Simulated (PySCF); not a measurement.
Bonds (- single, = double, # triple, : aromatic): F1-C2 1.328 Å, C2:C3 1.415 Å, C3:C4 1.381 Å, C4:N5 1.362 Å, N5:C6 1.371 Å, C6:C2 1.377 Å. C3 carries H7; C4 carries H8; N5 carries H9; C6 carries H10.

Level of theory: J: B3LYP/pcJ-1 (spin–dipole term only in couplings to heteroatoms), structure optimised with PBE0-D3(BJ)/def2-SVP, NMR shieldings at PBE0/pcSseg-1/GIAO, in PySCF (non-relativistic, gas phase, single conformer).

Predict the 2D correlation tables (HSQC, COSY, HMBC).

Results:



HSQC (one-bond C–H):
```
        δH          δC  $^{1}J$(C,H) (Hz)
6.46 (H10)  103.9 (C6)                197
 6.38 (H8)  117.0 (C4)                196
 6.14 (H7)  102.5 (C3)                184
```

COSY cross peaks (|J| ≥ 2 Hz):
```
        δH         δH  abs. J (Hz)  bonds
6.46 (H10)  6.38 (H8)          2.5      4
 6.38 (H8)  6.14 (H7)          3.8      3
```

HMBC (two and three bonds, |J| ≥ 2.5 Hz):
```
        δH                                      δC [abs. J in Hz]
6.46 (H10)   160.3 (C2) [2.7], 117.0 (C4) [7.4], 102.5 (C3) [5.8]
 6.38 (H8)  160.3 (C2) [11.0], 103.9 (C6) [4.5], 102.5 (C3) [7.6]
 6.14 (H7)                     117.0 (C4) [7.4], 103.9 (C6) [5.2]
```

Scale: TMS for $^{1}$H (σref 31.27), $^{13}$C (σref 184.41) (reference shieldings calculated alike).

The OH or NH signal is concentration- and solvent-dependent in practice; the value given is the gas-phase one. Common functionals overestimate the size of one-bond C–F couplings by tens of Hz; these are unscaled. Unscaled 3J(H,H) at this level run about 10 % above measured values. Shifts are as computed. Against solution values, carbons near 30 ppm lie about +2 ppm off and those near 130 ppm about +5 ppm. Of 1211 compounds with measured shifts, 218 miss one by over three times the rms of a fit or turn the order of signals round; such compounds aren't used in these exercises.
